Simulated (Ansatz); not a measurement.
# AlHS (singlet): the correlation ladder, cc-pVTZ

The task here is to estimate one member of a computed series from the others.

Method: cc-pVTZ, core rule «outside noble gas», up to 10 orbitals frozen; program: Ansatz 0.2.0, Gaussian basis.

Plan: UHF; CCSD(T) on RHF; CCSD(T) on UHF; BCCD(T) on RHF; CCSDT(Q) on RHF; CCSDT(Q) on UHF.

19 further runs of the same task are left out: 13 for a known fault of the program, 6 set aside as unsound or not needed.

### The system

The geometry is a PBE0/def2-TZVP stationary point (not a proven minimum) of the parent state, kept for this charge and spin.

3 atoms, charge 0, spin multiplicity 1.

Atoms are counted from 1 here; the program's logs count them from 0.

Bond lengths: Al1–S2 2.185 Å, S2–H3 1.348 Å. Angles: Al1–S2–H3 99.2°.

Set-up of the first run:

in.yaml

```yaml
crystal:
  periodic: [false, false, false]
  atoms:
    - {symbol: Al, position_ang: [0.000000, 0.032224, 1.206475]}
    - {symbol: S, position_ang: [0.000000, -0.066502, -0.975876]}
    - {symbol: H, position_ang: [0.000000, 1.252993, -1.251158]}
basis:
  gaussian: {orbitals: cc-pVTZ}
magnetization: {spin_polarized: true, initial_magnetization: 0}
hamiltonian: {xc: hf}
output: {orbitals: {seedname: orbitals}}
```

Run with:

```bash
> ansatz run in.yaml --threads 1 --pin off --events-out ev --progress --plain --max-ram 4096MiB --backend cpu
```

Steps of the session up to this table: UHF; CCSD(T) on RHF; CCSD(T) on UHF; BCCD(T) on RHF; CCSDT(Q) on RHF; CCSDT(Q) on UHF.

One of the session's tables, all rows but one given; the rest of the session is left out.

It belongs to the step «Misses and costs». 

```
   method  from RCCSDT(Q) (kJ/mol)
      RHF                   +723.9
      UHF                   +723.8
     RMP2                   +112.1
    RCCSD                    +34.8
 RCCSD(T)                        ?
  BCCD(T)                     +3.9
   RCCSDT                     +1.8
RCCSDT(Q)                        0
```

Q: Estimate the row for RCCSD(T) from the others.

**Answer.** from RCCSDT(Q) (kJ/mol): +4.0. In the column «from RCCSDT(Q) (kJ/mol)» it lies between BCCD(T) (+3.9) and RCCSD (+34.8).

Not comparable, so not listed: CCSD(T) on UHF; CCSDT(Q) on UHF (they don't share determinant, frozen orbitals or solution with the rows shown, or repeat one).

Limits of these values: Warnings: restricted reference is unstable.
